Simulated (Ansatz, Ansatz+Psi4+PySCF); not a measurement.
Two shapes of singlet CH₂.

Shape 1:

```xyz
3

C     0.0000    0.0000    0.1743
H     0.0000    0.8622   -0.5230
H     0.0000   -0.8622   -0.5230
```

Shape 2:

```xyz
3

C     0.0000    0.0000    0.1827
H     0.0000    0.8778   -0.5272
H     0.0000   -0.8778   -0.5272
```

Basis set: cc-pVTZ (spherical functions). Correlated methods keep 1 orbital frozen. Charge 0, multiplicity 1.

Computed with Ansatz (development build ahead of 0.2.0) and Psi4 1.11; each method stands on the lowest determinant of its kind that the runs found.

(1) Which shape is lower in energy, and by how much in each method?

## Answers

(1)

| method | E(2) − E(1) (eV) |
| --- | --- |
| RHF | 0.028 |
| RHF-MP2 | 0.018 |
| RHF-CCSD(T) | 0.010 |

Shape 1 is lower. Caution: another spin multiplicity may lie lower; unrestricted orbitals would lower the determinant.
